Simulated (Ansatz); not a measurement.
The cluster Si2B⁻. The state is a triplet with charge -1. Geometry PBE0-D4/def2-TZVP, that of the neutral doublet; atoms count from 1.

```xyz
3

B    -0.411    0.807   -0.239
Si   -0.810   -0.988   -0.109
Si    1.221    0.181    0.348
```

The highest occupied level of the charge -1 triplet lies above zero (up to 0.40 eV). By energy differences its removal costs 1.36 eV (vertical, to the charge 0 doublet, at PBE0-D4/def2-TZVPD); a positive level beside a positive removal energy at the same level points to self-interaction error. At PBE0-D4/def2-TZVPD a singlet of charge -1 lies 0.88 eV below the triplet at the same geometry. The structure comes from a short search, and lower isomers may exist.

**Question.** Estimate the Mulliken populations from the PBE0/def2-TZVPD orbitals of Ansatz.

**Answer.** 
| atom | charge (e) | spin (α − β) |
| --- | --- | --- |
| B1 | 0.19 | 1.09 |
| Si2 | -0.60 | 0.45 |
| Si3 | -0.60 | 0.45 |
Mulliken values and Mayer orders depend strongly on the basis. With diffuse functions, as here, like atoms can get unlike values, and bond orders can come out too low or too high.

**Question.** Where does the spin sit?

**Answer.** Summed by element: B 1.09, Si 0.91, of 2 unpaired in all. Largest on single atoms: B1 1.09, Si3 0.45, Si2 0.45.

**Question.** And the Mayer bond orders between bonded heavy atoms (over 0.3)?

**Answer.** B1–Si2 1.03 (1.84 Å); B1–Si3 1.03 (1.84 Å); Si2–Si3 1.58 (2.39 Å).
